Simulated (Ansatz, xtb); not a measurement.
## Isomers of CHOS in order of energy

4 gas-phase structures of CHOS, found in a search over its isomers (lower ones may exist). Each was relaxed with GFN2-xTB:

A. `[CH]1OS1`, a doublet
B. `O=[C]S`, a doublet
C. `O[C]=S`, a doublet
D. `O=C[S]`, a doublet

Task: Make a reasoned guess at their ranking by r2SCAN-D4/def2-SVP single-point energy.

Result: Calculated order at r2SCAN-D4/def2-SVP: D (0.0), B (0.5), C (10.9), A (58.0) kcal/mol. Less than 1 kcal/mol parts D and B, so the order within that pair means little.

Energies above the lowest of each column, in kcal/mol; the last columns are at B3LYP-D3(BJ)/6-311G** geometries and were run for some of them only (a dash: not run or not comparable):

```json
{"structure": "D", "GFN2-xTB": "0.0", "HF/STO-3G": "0.0", "r2SCAN-D4/def2-SVP": "0.0", "B3LYP-D3(BJ)/6-311G**": "0.0", "CCSD(T)/def2-TZVPP": "0.0"}
{"structure": "B", "GFN2-xTB": "15.4", "HF/STO-3G": "8.0", "r2SCAN-D4/def2-SVP": "0.5", "B3LYP-D3(BJ)/6-311G**": "1.4", "CCSD(T)/def2-TZVPP": "0.7"}
{"structure": "C", "GFN2-xTB": "14.9", "HF/STO-3G": "26.5", "r2SCAN-D4/def2-SVP": "10.9", "B3LYP-D3(BJ)/6-311G**": "13.1", "CCSD(T)/def2-TZVPP": "12.1"}
{"structure": "A", "GFN2-xTB": "42.0", "HF/STO-3G": "42.6", "r2SCAN-D4/def2-SVP": "58.0", "B3LYP-D3(BJ)/6-311G**": "–", "CCSD(T)/def2-TZVPP": "–"}
```

Every level run on D puts it lowest or level with the lowest. Flexible structures stand in one conformer each, not always the lowest. Frequencies (B3LYP-D3(BJ)/6-311G**) were run for B, C, D alone. Open shells are spin-unrestricted, some with notable spin contamination.

Over these structures GFN2-xTB departs from r2SCAN-D4/def2-SVP by 8.7 kcal/mol on average once a common shift is removed. A GFN2-xTB relaxation took about 0.58 s and the r2SCAN-D4/def2-SVP energy about 4.9 s on a shared host (Ansatz 0.2.0, xtb 6.7.1 (Pople sets with spherical d functions)).
